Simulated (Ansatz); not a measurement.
How far each method lies from UCCSDT(Q) for [H···H···SiH3], doublet

Geometry: a point of a hydrogen-transfer path between rigid fragments, not a stationary point.

```
atom    x (Å)    y (Å)    z (Å)
   H  -2.6833   0.0000   0.0000
   H  -1.6833   0.0000   0.0000
  Si   0.0977   0.0000   0.0000
   H   0.5477  -1.4163   0.0000
   H   0.5477   0.7081  -1.2265
   H   0.5477   0.7081   1.2265
```

Basis cc-pVTZ; Ansatz 0.2.0. Only valence electrons are correlated (noble-gas cores frozen), which leaves 9 electrons in 99 orbitals. R marks a restricted (for open shells ROHF) determinant, U an unrestricted one. Active spaces: pair = (3e, 3o) about the gap; valence = (9e, 9o) chosen from the atoms' valence shells.

Full CI isn't at hand for all of this; UCCSDT(Q) serves as the reference, and is uncertain by about the last step of the cluster series. The frozen core follows each run's orbitals, which can shift R against U totals by a few meV.

```
UHF ⟨S²⟩                          : 0.787
T1 diagnostic (RCCSD)             : 0.0238
largest doubles amplitude (RCCSD) : 0.047
T1 diagnostic (UCCSD)             : 0.0186
```

```json
{"level": "UHF", "E − E(RHF) (eV)": "-0.2441"}
{"level": "RMP2", "E − E(RHF) (eV)": "-4.4795"}
{"level": "UMP2", "E − E(RHF) (eV)": "-4.4444"}
{"level": "RCCSD", "E − E(RHF) (eV)": "-5.4048"}
{"level": "UCCSD", "E − E(RHF) (eV)": "-5.4094"}
{"level": "RCCSD(T)", "E − E(RHF) (eV)": "-5.5391"}
{"level": "UCCSD(T)", "E − E(RHF) (eV)": "-5.5380"}
```

Estimate how far UCCSDT(Q) in cc-pVTZ lies from RCCSD(T). The table doesn't fix it; the size of (T) and the diagnostics are the guide.

UCCSDT(Q) in cc-pVTZ lies 2.9 kJ/mol below RCCSD(T), which is 22 % of the (T) step (-13.0 kJ/mol). The diagnostics are small and one determinant leads, so the series closes fast and only a small part of (T) is left.

The other levels:

```json
{"level": "BCCD(T)", "E − E(UCCSDT(Q)) (kJ/mol)": "2.9", "share of correlation (%)": "99.46", "wall time": "7 s (H100)"}
{"level": "RCCSDT", "E − E(UCCSDT(Q)) (kJ/mol)": "0.4", "share of correlation (%)": "99.92", "wall time": "–"}
{"level": "UCCSDT", "E − E(UCCSDT(Q)) (kJ/mol)": "0.4", "share of correlation (%)": "99.93", "wall time": "–"}
{"level": "RCCSDT(Q)", "E − E(UCCSDT(Q)) (kJ/mol)": "0.1", "share of correlation (%)": "99.99", "wall time": "22 s (H100)"}
{"level": "CASSCF (pair space)", "E − E(UCCSDT(Q)) (kJ/mol)": "470.4", "share of correlation (%)": "12.46", "wall time": "–"}
{"level": "NEVPT2 (pair space)", "E − E(UCCSDT(Q)) (kJ/mol)": "102.0", "share of correlation (%)": "81.01", "wall time": "6.5 s (H100)"}
{"level": "CASSCF (valence space)", "E − E(UCCSDT(Q)) (kJ/mol)": "355.4", "share of correlation (%)": "33.86", "wall time": "–"}
{"level": "NEVPT2 (valence space)", "E − E(UCCSDT(Q)) (kJ/mol)": "107.0", "share of correlation (%)": "80.09", "wall time": "9 s (H100)"}
```

The correlation energy at UCCSDT(Q), counted from RHF, is -5.569 eV. That run took 14 s on 2 threads of AMD EPYC 7R13 with a shared H100 80 GB, shared host.

Times hold each run's SCF and search for its determinant on a shared host, so for small cases they say little of a method's own cost.

Natural occupations of CASSCF (valence space) about the gap: 1.985 1.977 1.977 1.963 1.001 0.038 0.025 0.017 0.017; effectively unpaired electrons, Σ n²(2−n)², 1.02.
